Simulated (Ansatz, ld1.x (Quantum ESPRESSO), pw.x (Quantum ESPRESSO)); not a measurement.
What a changed setting does to a pw.x run (fcc S)

Potential: norm-conserving RRKJ (Kleinman–Bylander form), ld1.x (Quantum ESPRESSO) 7.5, LDA (PW92); core [Ne], reference 3s2 3p4; waves: 3s (bound): rc 1.45 bohr; 3p (bound): rc 1.35 bohr; 3d channel at -0.05 Ry: rc 1.25 bohr; local part: all-electron potential smoothed inside 1.25 bohr (lloc = -1); core correction: none; rho0 0.001.

The reference run (k-mesh 14³, cutoffs 85/340 Ry, Fermi–Dirac 0.01 Ry, mixing_beta 0.4, conv_thr 1e-9, no spin) gives -0.85 GPa at 14.782 Å³/atom, where all-electron LAPW gives -0.33 GPa. This run, with its own iteration cap, changes mixing_mode to TF.

```
&control
  calculation='scf', prefix='x', pseudo_dir='./', outdir='./tmp', tstress=.true., disk_io='none'
/
&system
  ibrav=0, nat=1, ntyp=1, ecutwfc=85, ecutrho=340, nbnd=10,
  occupations='smearing', smearing='fd', degauss=0.01
/
&electrons
  conv_thr=1e-09, mixing_beta=0.4, electron_maxstep=60, mixing_mode='TF'
/
ATOMIC_SPECIES
S 1.0 S.UPF
CELL_PARAMETERS angstrom
  0.00000000 1.94790483 1.94790483
  1.94790483 0.00000000 1.94790483
  1.94790483 1.94790483 0.00000000
ATOMIC_POSITIONS crystal
S 0.0000 0.0000 0.0000
K_POINTS automatic
14 14 14 0 0 0
```

```bash
pw.x < S.scf.in > S.scf.out
```

Task: How does the run end?

Result: It converges in 6 iterations; the free energy moves by +0.0 meV/atom and the pressure by +0.00 GPa. The result is that of the reference run.

```
Message from routine setup:
     using ibrav=0 with symmetry is DISCOURAGED, use correct ibrav instead
     lattice parameter (alat)  =       5.2057  a.u.
     unit-cell volume          =      99.7539 (a.u.)^3
     number of electrons       =         6.00
     number of Kohn-Sham states=           10
     kinetic-energy cutoff     =      85.0000  Ry
     charge density cutoff     =     340.0000  Ry
     scf convergence threshold =      1.0E-09
     Exchange-correlation= PW
     number of k points=   104  Fermi-Dirac smearing, width (Ry)=  0.0100
     iteration #  1     ecut=    85.00 Ry     beta= 0.40
     total energy              =     -20.41931874 Ry
     estimated scf accuracy    <       0.00083415 Ry
     iteration #  2     ecut=    85.00 Ry     beta= 0.40
     total energy              =     -20.41917145 Ry
     estimated scf accuracy    <       0.00036197 Ry
     iteration #  3     ecut=    85.00 Ry     beta= 0.40
     total energy              =     -20.41921439 Ry
     estimated scf accuracy    <       0.00000151 Ry
     iteration #  4     ecut=    85.00 Ry     beta= 0.40
     total energy              =     -20.41921525 Ry
     estimated scf accuracy    <       0.00000006 Ry
     iteration #  5     ecut=    85.00 Ry     beta= 0.40
     total energy              =     -20.41921528 Ry
     estimated scf accuracy    <       0.00000001 Ry
     iteration #  6     ecut=    85.00 Ry     beta= 0.40
     the Fermi energy is    10.0243 ev
!    total energy              =     -20.41921528 Ry
     estimated scf accuracy    <          2.9E-10 Ry
     smearing contrib. (-TS)   =      -0.00347612 Ry
     The total energy is F=E-TS. E is the sum of the following terms:
     one-electron contribution =       5.59529792 Ry
     hartree contribution      =       0.84470280 Ry
     xc contribution           =      -4.43591691 Ry
     ewald contribution        =     -22.41982297 Ry
     convergence has been achieved in   6 iterations
          total   stress  (Ry/bohr**3)                   (kbar)     P=       -8.51
     Message from routine punch:
     Nothing written, as per user request (disk_io='none')
```

The run took about 9 s on one core of a shared host (Neoverse-V2, 48 threads, 185 GiB, load 41).
